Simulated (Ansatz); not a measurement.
C3H8O2 can be A, `CC(O)CO`, or B, `COCOC`.

Program: Ansatz. Geometries: PBE0-D4/def2-TZVP. ΔE: electronic, gas phase. CCSD(T)/CBS adds triple-zeta CCSD(T) − MP2 to the extrapolated MP2 energy (def2 sets, frozen cores). Functionals use def2-TZVPP. B3LYP here is the variant with VWN-RPA as its local correlation; programs differ in this. Each species was taken in one conformer, which may not be the lowest.

**Question.** Which is lower in electronic energy at CCSD(T)/CBS, and by how much? (Estimate.)

**Answer.** Ansatz gave: A, by 19.2 kcal/mol.

**Question.** Give E(B) − E(A) in kcal/mol with CCSD(T)/def2-TZVPP, HF/def2-TZVPP, PBE0-D4, r2SCAN-D4, PBE-D4, B3LYP-D4, MP2/def2-TZVPP. (Best estimate.)

**Answer.** The calculation gave: CCSD(T)/def2-TZVPP 17.8, HF/def2-TZVPP 14.2, PBE0-D4 17.7, r2SCAN-D4 16.9, PBE-D4 16.6, B3LYP-D4 15.3, MP2/def2-TZVPP 19.5. None reverses the order clearly.

**Question.** Does the order hold for the free energy at 298.15 K (harmonic terms from PBE0-D4)? (Best estimate.)

**Answer.** Computed: Yes: G(B) − G(A) = +19.1 kcal/mol, for one conformer each.

Largest T1 diagnostic: 0.011.

From r2SCAN to r2SCAN0 (25 % exact exchange), in def2-TZVPP and without D4, E(B) − E(A) moves by +1.0 kcal/mol. In def2-TZVPP, CCSD(T) changes the Hartree–Fock value by +3.5 kcal/mol (the triples alone add −0.0 kcal/mol) and MP2 by +5.2 kcal/mol.
